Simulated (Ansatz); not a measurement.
We consider hcp Ru, described by PBE (Ansatz, a quantum-chemistry and plane-wave program, plane waves, PAW).

Run with plane-wave cutoff 520 eV, 30×30×16 k mesh (along the axes of the cell as run), Fermi–Dirac smearing 0.059 eV (set by the program), no spin polarisation, scalar-relativistic PAW data made under PBE.

Computed at the level's own relaxed cell.

Elastic tensor (GPa, Voigt notation, ions relaxed):

```
  566.8   180.6   168.1     0.0     0.0     0.0
  180.6   566.8   168.1     0.0     0.0     0.0
  168.1   168.1   640.8     0.0     0.0     0.0
    0.0     0.0     0.0   187.6     0.0     0.0
    0.0     0.0     0.0     0.0   187.6     0.0
    0.0     0.0     0.0     0.0     0.0   193.1
```

Problem. Work out the Voigt, Reuss and Hill averages of the bulk and shear moduli, Young's modulus and Poisson's ratio from the printed constants.

Solution. K_V = [C11 + C22 + C33 + 2(C12 + C13 + C23)]/9 = [1774.4 + 2 × 516.8]/9 = 312.0 GPa. G_V = [1774.4 − 516.8 + 3 × 568.3]/15 = 197.5 GPa. From the compliances S = C⁻¹, K_R = 311.4 and G_R = 196.5 GPa. Hill means: K = 311.7, G = 197.0 GPa. E = 9KG/(3K + G) = 488 GPa, ν = (3K − 2G)/(6K + 2G) = 0.24, K/G = 1.58.

Measured, for comparison: elastic constant C11 563 GPa, elastic constant C12 188 GPa, elastic constant C44 181 GPa, elastic constant C33 624 GPa, elastic constant C13 168 GPa (temperature not stated, not corrected to a static lattice; as tabulated in Mehl and Papaconstantopoulos (1996), arXiv:mtrl-th/9602003). Computed (rounded) less measured: elastic constant C11 +0.7 %, elastic constant C12 -4 %, elastic constant C44 +4 %, elastic constant C33 +3 %, elastic constant C13 0.0 %. A static lattice is as a rule a little smaller and stiffer than an uncorrected measurement, which can account for part of this.

The computed numbers hold no vibrational or temperature effects.
